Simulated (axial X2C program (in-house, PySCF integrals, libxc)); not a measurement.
Which molecule has these constants?

All values come from calculations with an in-house all-electron X2C program for linear molecules (integrals from PySCF), spin-free (one-electron X2C) or two-component (2c: spin–orbit coupling with atomic mean-field Coulomb and Gaunt terms, which also bring small scalar terms), in Dyall basis sets with cores contracted in-house; open shells are unrestricted.

A two-component PBE0 calculation in a Dyall 3-zeta basis gave Re = 2.700 Å, ωe = 256.6 cm⁻¹, De = 1.43 eV, dipole magnitude 7.24 D, Ω = 3/2.

**Question.** Which molecule is it?
A. NaSi
B. NaP
C. NaS
D. NaAl
E. NaCl

**Answer.** A. The others have NaCl 2.364 Å and 362.0 cm⁻¹ (Ω = 0); NaP 2.653 Å and 282.1 cm⁻¹ (Ω = 1); NaS 2.488 Å and 331.6 cm⁻¹ (Ω = 3/2); NaAl 3.144 Å and 190.5 cm⁻¹ (Ω = 0).

Each entry is the lowest single determinant of a limited PBE0 search at one distance. De goes to single-determinant-based atoms at the same level (for ions the charge split of lowest energy) and is withheld (n/a) where an atom does not fit its ground term or J level. Main or longest-lived isotopes. One determinant is a doubtful description, or other states lie close, for NaSi, NaP, NaAl; these need not be ground states, and all values refer to the states named. Some open-shell Ω = 0 determinants are out of reach, so the Ω given for NaP need not be the lowest component. With several unpaired electrons the Ω given is that of one determinant, not necessarily of the lowest component. Some light 2c atoms are not at their ground J level, so De misses part of their lowering (0.04 eV or less). The functionals have no current term, which raises determinants with orbital currents.
